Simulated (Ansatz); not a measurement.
# C₂H (doublet): from Hartree-Fock to the top rungs at distance C1–C2 = 1.320 Å, 6-31G

How much of the correlation energy of C₂H (doublet) does each wave-function method recover here?

Program: Ansatz 0.2.0, Gaussian basis. Level of theory: 6-31G, core rule «outside noble gas», up to 2 orbitals frozen. These are calculated values, not measurements.

To be run: UHF; CCSD(T) on ROHF; CCSD(T) on UHF; BCCD(T) on ROHF; CISD; CCSDT(Q) on ROHF; CCSDT(Q) on UHF; CISDTQ; CCSDTQ on ROHF; CASSCF and MRCISD+Q, 3 electrons in 3 orbitals; CASSCF and NEVPT2, 3 electrons in 3 orbitals; CASSCF and MRCISD+Q, 9 electrons in 9 orbitals; CASSCF and NEVPT4(SD), 9 electrons in 9 orbitals; CASSCF and NEVPT2, 9 electrons in 9 orbitals; Full CI.

31 further runs of the same task are left out: 5 for a known fault of the program, 22 that didn't finish, 4 set aside as unsound or not needed.

## 1. The system

The geometry derives from a PBE0/def2-TZVP stationary point (not a proven minimum). One bond is set to the value named and the two fragments are kept rigid.

3 atoms, charge 0, spin multiplicity 2.

Atoms are counted from 1 here; the program's logs count them from 0.

Bond lengths: C1–C2 1.320 Å, C1–H3 1.066 Å. Angles: C2–C1–H3 180.0°.

## 2. UHF

Input file in.yaml:

```yaml
crystal:
  periodic: [false, false, false]
  atoms:
    - {symbol: C, position_ang: [0.000000, 0.000000, 0.084661]}
    - {symbol: C, position_ang: [0.000000, 0.000000, -1.235339]}
    - {symbol: H, position_ang: [0.000000, 0.000000, 1.150678]}
basis:
  gaussian: {orbitals: 6-31G}
magnetization: {spin_polarized: true, initial_magnetization: 1}
hamiltonian: {xc: hf}
output: {orbitals: {seedname: orbitals}}
```

Run with:

```bash
$ ansatz run in.yaml --threads 1 --pin off --events-out ev --progress --plain --max-ram 2393MiB
```

The runs that follow: CCSD(T) on ROHF; CCSD(T) on UHF; BCCD(T) on ROHF; CISD; CCSDT(Q) on ROHF; CCSDT(Q) on UHF; CISDTQ; CCSDTQ on ROHF; CASSCF and MRCISD+Q, 3 electrons in 3 orbitals; CASSCF and NEVPT2, 3 electrons in 3 orbitals; CASSCF and MRCISD+Q, 9 electrons in 9 orbitals; CASSCF and NEVPT4(SD), 9 electrons in 9 orbitals; CASSCF and NEVPT2, 9 electrons in 9 orbitals; Full CI.

Q: Predict the results of all the runs planned. Wanted: FCI from the RHF energy; RMP2 from FCI; UMP2 from FCI; RCCSD from FCI; RCCSD(T) from FCI; UCCSD(T) from FCI; RCCSDT(Q) from FCI; UCCSDT(Q) from FCI; NEVPT2 valence from FCI.

**Answer**, as computed:

```
                         quantity                                                                    value
          FCI from the ROHF energy                                                               -5.2955 eV
                    RMP2 from FCI                                                               +733.0 meV
                    UMP2 from FCI                                                              +1715.3 meV
                   RCCSD from FCI                                                               +265.7 meV
                RCCSD(T) from FCI                                                                +51.7 meV
                UCCSD(T) from FCI                                                               +106.2 meV
               RCCSDT(Q) from FCI                                                                 -1.1 meV
               UCCSDT(Q) from FCI                                                                +16.7 meV
          NEVPT2 valence from FCI                                                               +335.9 meV
      NEVPT4(SD) valence from FCI                                                                +43.4 meV
        MRCISD+Q valence from FCI                                                                +10.5 meV
levels within 1 kcal/mol (43 meV)  RCCSDT, RCCSDT(Q), UCCSDT(Q), RCCSDTQ, MRCISD valence, MRCISD+Q valence
                    T1 diagnostic                                                                    0.037
   effectively unpaired electrons                                                                     1.25
```

What this shows: RCCSD(T) lands +51.7 meV from the yardstick (1.0 % of the correlation energy). CCSD(T) misses by +51.7 meV on the restricted determinant and by +106.2 meV on the unrestricted one; the two need not hold the same state or core. The occupations show some static correlation. Of the multireference levels listed MRCISD+Q valence comes nearest in total energy (+10.5 meV), which doesn't show that its space is the better one. Coupled cluster took another determinant than the lowest Hartree-Fock one. These misses are within one basis, not against nature; the frozen cores of restricted and unrestricted runs differ, which can shift their rows.

Levels on UHF freeze UHF's core orbitals, full CI those of ROHF, so the U rows can settle a little off it for that reason alone.

With open shells the CI space here admits some triples and quadruples, so it is larger than plain CISD.
